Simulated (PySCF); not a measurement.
**Basis-set dependence of CN at CCSD**

PySCF, ROHF reference; doublet, unpaired electrons σ ↑; De to C + N without counterpoise correction. Frozen cores follow the default of each basis and core potential.

```tsv
basis	relativity	functions	Re (Å)	ωe (cm⁻¹)	De (eV)	frozen orbitals
pcseg-1	no relativity	28	1.177	2143	6.75	2
def2-SVPD	no relativity	40	1.177	2159	6.92	2
x2c-TZVPPall	spin-free X2C	62	1.167	2141	7.01	2
def2-TZVPPD	no relativity	74	1.168	2141	7.03	2
```

(1) How does each smaller set differ from the one with most functions, def2-TZVPPD?

Correlated steps freeze 2 core orbitals. Correlated levels converge slowly with the basis: in double zeta they bind strong bonds too weakly, by up to about 1 eV, and carry superposition errors of some tenths. The CCSD T1 diagnostic is raised in CN, a sign that a single reference may not be enough there. The state was picked by a PBE0 search and need not be the measured ground state.

## Answers

(1) pcseg-1: +0.9 pm, +0.1 % in ωe, -0.28 eV in De; def2-SVPD: +0.9 pm, +0.8 % in ωe, -0.11 eV in De; x2c-TZVPPall: -0.1 pm, +0.0 % in ωe, -0.02 eV in De. All at CCSD; the set with most functions is neither the basis-set limit nor always the best. The rows treat relativity differently, so the differences are not basis effects alone.
